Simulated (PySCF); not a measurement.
# BFH2 (SMILES BF): RPA@PBE/STO-3G

Aim: the vertical singlet–triplet gap of BFH2 at RPA@PBE/STO-3G, from 2 runs. Input form: a Python script.

The calculation is run with PySCF 2.14.0.

## (1) The system as given

The species is BFH2 (4 atoms), typed as a singlet with charge 0. As SMILES, `BF`. Geometry: relaxed at PBE0-D4/def2-TZVP.

Bond lengths: B1–F2 1.317 Å, B1–H3 1.197 Å, B1–H4 1.198 Å. Angles: F2–B1–H3 117.8°, F2–B1–H4 117.8°, H3–B1–H4 124.4°.

## (2) The energy at RPA@PBE/STO-3G

run.py reads:

```python
from pyscf import gto, dft
from pyscf.gw.rpa import RPA

mol = gto.M(
    atom=[
    ('B', (-0.027300, -0.004000, -0.030800)),
    ('F', (1.061200, -0.296700, 0.649900)),
    ('H', (-1.012500, -0.649100, 0.186200)),
    ('H', (0.034200, 0.889600, -0.825600)),
],
    max_memory=1860,
    verbose=3,
    spin=0,
    basis='sto-3g',
)

mf = dft.RKS(mol)
mf.xc = 'pbe'
mf.conv_tol = 1e-10
mf.grids.level = 5
mf.kernel()
if not mf.converged:
    mf = mf.newton().run(mf.mo_coeff, mf.mo_occ)

rpa = RPA(mf, frozen=2)
rpa.kernel()
e_exx = mf.to_hf().energy_tot(mf.make_rdm1())
e_final = e_exx + rpa.e_corr
print('E = %.10f Eh' % e_final)
```

Command:

```sh
OMP_NUM_THREADS=1 python run.py
```

Output:

```text
converged SCF energy = -124.016514895133
E(RPA) = -123.736013850342  E_corr = -0.147832275100048  E_hf = -123.588181575242
E = -123.7337248137 Eh
```

Wall time 1.8 s (1 thread of Arm Neoverse V1, shared host); peak memory 0.17 GiB.

## (3) The triplet, same level

input.py reads:

```python
from pyscf import gto, dft
from pyscf.gw.urpa import URPA

system = gto.M(
    atom='''
B       -0.027300      -0.004000      -0.030800
F        1.061200      -0.296700       0.649900
H       -1.012500      -0.649100       0.186200
H        0.034200       0.889600      -0.825600
''',
    verbose=3,
    spin=2,
    max_memory=1860,
    basis='sto-3g',
)

ks = dft.UKS(system)
ks.xc = 'pbe'
ks.grids.level = 5
ks.conv_tol = 1e-10
ks.kernel()
if not ks.converged:
    ks = ks.newton().run(ks.mo_coeff, ks.mo_occ)

rpa = URPA(ks, frozen=2)
rpa.kernel()
e_exx = ks.to_hf().energy_tot(ks.make_rdm1())
e_tot = e_exx + rpa.e_corr
print('Final energy', e_tot)
```

Command:

```sh
OMP_NUM_THREADS=1 python input.py
```

Output:

```text
WARN: HOMO -0.020758290223127 >= LUMO -0.293907192075769

WARN: HOMO 0.0691481590439695 >= LUMO -0.112980339450502

WARN: HOMO 0.0561201476445285 >= LUMO -0.168572219519697

WARN: HOMO 0.0456710843419493 >= LUMO -0.172494410051057

WARN: HOMO 0.0468620351536139 >= LUMO -0.172953935319797

WARN: HOMO 0.0467488993229939 >= LUMO -0.172989853178487

WARN: HOMO 0.0467428458957169 >= LUMO -0.172998124206613

WARN: HOMO 0.0467425077346487 >= LUMO -0.172999440141211

WARN: HOMO 0.0467424564683807 >= LUMO -0.172999814084698

WARN: HOMO 0.0467425349599112 >= LUMO -0.172999390682472

converged SCF energy = -123.8051447236  <S^2> = 2.0005308  2S+1 = 3.0003538
E(URPA) = -123.507159170696  E_corr = -0.157856619159297  E_hf = -123.349302551537
Final energy -123.50497366527914
```

Wall time 2.6 s (1 thread of Arm Neoverse V1, shared host); peak memory 0.18 GiB.

## (4) What came out

Level: RPA@PBE/STO-3G, 2 core orbitals frozen.

```
                                        quantity          value
                           singlet: total energy  -123.73372 Eh
  singlet: dipole moment (PBE Kohn–Sham density)         0.55 D
   singlet: HOMO energy (PBE Kohn–Sham orbitals)       -4.51 eV
   singlet: LUMO energy (PBE Kohn–Sham orbitals)        1.18 eV
 singlet: HOMO–LUMO gap (PBE Kohn–Sham orbitals)        5.69 eV
       singlet: RPA correlation energy (valence)     -147.8 mEh
                           triplet: total energy  -123.50497 Eh
  triplet: dipole moment (PBE Kohn–Sham density)         0.73 D
       triplet: RPA correlation energy (valence)     -157.9 mEh
                                   triplet: ⟨S²⟩          2.001
vertical energy of the triplet above the singlet       6.225 eV
```

At this shape the triplet lies 6.22 eV (144 kcal/mol) above the singlet. Mulliken charges (singlet) of the mean-field density run from -0.05 on H3 to +0.15 on B1; they depend strongly on the basis. Mulliken charges (triplet) of the mean-field density run from -0.13 on B1 to +0.06 on F2; they depend strongly on the basis.
